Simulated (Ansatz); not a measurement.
A made-up structure of BSiNH$_{5}$, doublet:

```
8
angstrom
N -1.1133 0.4145 -0.8650
B 0.1333 0.3703 -0.9065
Si 0.4273 -0.3089 0.6923
H -2.0678 0.2814 -0.4237
H 1.0736 0.6700 -1.7434
H -0.8360 -0.6342 1.6274
H 1.1301 -1.6026 0.3084
H 1.2529 0.8095 1.3105
```

It is relaxed with PBE-D4/def2-SVP and then PBE0-D4/def2-TZVP (Ansatz 0.2.0). Atoms count as bonded within 1.22 times the sum of their covalent radii (H–H: 0.88 Å). The end point is not checked to be a true minimum.

(1) Does its bonding change? (Judge from chemistry; the calculation decides.)

Results:

(1) The calculation gives: No: no bond forms or breaks.

Where it ends: The first stage lowers the energy by 1.50 eV in 8 steps. It ends as BSiNH₅ ([NH][BH][SiH3]):
```json
{"atom": "N1", "x (Å)": "-1.3083", "y (Å)": "0.5311", "z (Å)": "-1.1172"}
{"atom": "B2", "x (Å)": "-0.0060", "y (Å)": "0.4104", "z (Å)": "-0.9884"}
{"atom": "Si3", "x (Å)": "0.5605", "y (Å)": "-0.3730", "z (Å)": "0.8290"}
{"atom": "H4", "x (Å)": "-2.2387", "y (Å)": "0.4312", "z (Å)": "-0.7612"}
{"atom": "H5", "x (Å)": "0.8455", "y (Å)": "0.6971", "z (Å)": "-1.7850"}
{"atom": "H6", "x (Å)": "-0.6162", "y (Å)": "-0.6710", "z (Å)": "1.6868"}
{"atom": "H7", "x (Å)": "1.3263", "y (Å)": "-1.6299", "z (Å)": "0.6040"}
{"atom": "H8", "x (Å)": "1.4369", "y (Å)": "0.6040", "z (Å)": "1.5320"}
```

Labels in which every atom is bracketed show which atoms are joined, not bond orders.

For scale, one of the runs: PBE0-D4/def2-TZVP relaxation, 129 basis functions, launched by `ansatz run in.yaml --threads 2 --pin off --events-out ev --progress --plain --max-ram 4352MiB`. The run took about 11 s on 2 CPU threads of an AMD EPYC 9R45 (shared host).
